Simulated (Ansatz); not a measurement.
**How far each method lies from UCCSDT(Q) for C–GaH–Cl, quartet**

Geometry: a PBE0/def2-TZVP stationary point for this spin, not checked as a minimum.

```yaml
atoms:
  - { symbol: C, position_ang: [0.0000, -1.1912, 1.7290] }
  - { symbol: Ga, position_ang: [0.0000, 0.2963, 0.4917] }
  - { symbol: Cl, position_ang: [0.0000, -0.2299, -1.5794] }
  - { symbol: H, position_ang: [0.0000, 1.7818, 0.9363] }
```

Basis cc-pVDZ; Ansatz 0.2.0. Correlated methods freeze the noble-gas cores and the filled d shells of p-block atoms, which leaves 15 electrons in 44 orbitals. R marks a restricted (for open shells ROHF) determinant, U an unrestricted one. No spin–orbit coupling is included, and no scalar relativity.

Full CI isn't at hand for all of this; UCCSDT(Q) serves as the reference, and is uncertain by about the last step of the cluster series. The frozen core follows each run's orbitals, which can shift R against U totals by a few meV for light atoms and by up to 0.1 eV past Ca.

The UHF ⟨S²⟩ is 3.755, the T1 diagnostic (RCCSD) is 0.0207 and the largest doubles amplitude (RCCSD) is 0.030. The T1 diagnostic (UCCSD) is 0.0196.

| level | E − E(RHF) (eV) |
| --- | --- |
| UHF | -0.0489 |
| UMP2 | -6.7597 |
| UCCSD | -7.7729 |
| UCCSD(T) | -7.9465 |

Estimate how far UCCSDT(Q) in cc-pVDZ lies from UCCSD(T). The table doesn't fix it; the size of (T) and the diagnostics are the guide.

UCCSDT(Q) in cc-pVDZ lies 4.4 kJ/mol below UCCSD(T), which is 26 % of the (T) step (-16.7 kJ/mol). The diagnostics give no warning, yet the rest is a sizeable part of (T). The miss exceeds 1 kcal/mol.

The other levels:

```tsv
level	E − E(UCCSDT(Q)) (kJ/mol)	share of correlation (%)	wall time
UCCSDT	1.5	99.81	–
```

The correlation energy at UCCSDT(Q), counted from RHF, is -7.992 eV. That run took 72 s on 1 thread of Arm Neoverse V1, shared host.

Run but not shown, since their state or frozen core can't be matched to the reference's or they repeat it: RHF, RMP2, RCCSD, RCCSD(T), BCCD(T), RCCSDT, RCCSDT(Q).

Times hold each run's SCF and search for its determinant on a shared host, so for small cases they say little of a method's own cost; they ran on 1 thread of Arm Neoverse V1.
